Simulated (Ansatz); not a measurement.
**Reading a saddle point**

A first-order saddle point of BH3O2, singlet, PBE0-D4/def2-TZVP, with one imaginary mode of 1268i cm⁻¹:

B1  (-0.485, 0.134, -0.481)
O2  (0.519, 0.285, 0.721)
O3  (-0.972, -1.020, -0.231)
H4  (0.036, -0.733, 0.737)
H5  (-0.560, 1.029, -1.261)
H6  (1.461, 0.305, 0.515)
(Å)

Program: Ansatz 0.2.0. Basis: def2-TZVPP and def2-QZVPP. Cores are frozen in the correlated methods. Extrapolation: Hartree–Fock as exp(−7.88 √X), correlation as X^−2.97.

(1) Which contacts change along the imaginary mode, and what lies on either side? (Judge from chemistry; the calculation decides.)

(2) Which side is lower, and how far does the saddle lie above each? (To be estimated.)

T1 diagnostic: at most 0.018.

Results:

(1) By the calculation: The step is BH₃O₂ ([OH][BH][OH]) → BHO ([BH][O]) + H₂O, with the molecules in contact on both sides. Shortening one way: O2–H4; lengthening the same way: B1–O2, O3–H4.
```
 pair  one side (Å)  saddle (Å)  other side (Å)
O2–H4          2.40        1.13            0.96
B1–O2          1.36        1.57            2.59
O3–H4          0.96        1.43            2.43
```

(2) Computed: The side with B1–O2, O3–H4 short is lower by 39.30 kcal/mol; the saddle lies 55.12 kcal/mol above it and 15.82 kcal/mol above the other (CCSD(T) at an estimated basis limit (MP2 extrapolated from triple and quadruple zeta, plus CCSD(T) − MP2 in triple zeta); electronic energies).

Labels in which every atom is bracketed show which atoms are joined, not bond orders.

For scale, one of the runs: CCSD(T)/def2-TZVPP, 135 basis functions, launched by `ansatz run in.yaml --threads 2 --pin off --events-out ev --progress --plain --max-ram 4352MiB`. Time: 9 s of wall clock on 2 CPU threads of an Arm Neoverse V1; the host was shared. Peak host memory: 0.76 GiB.
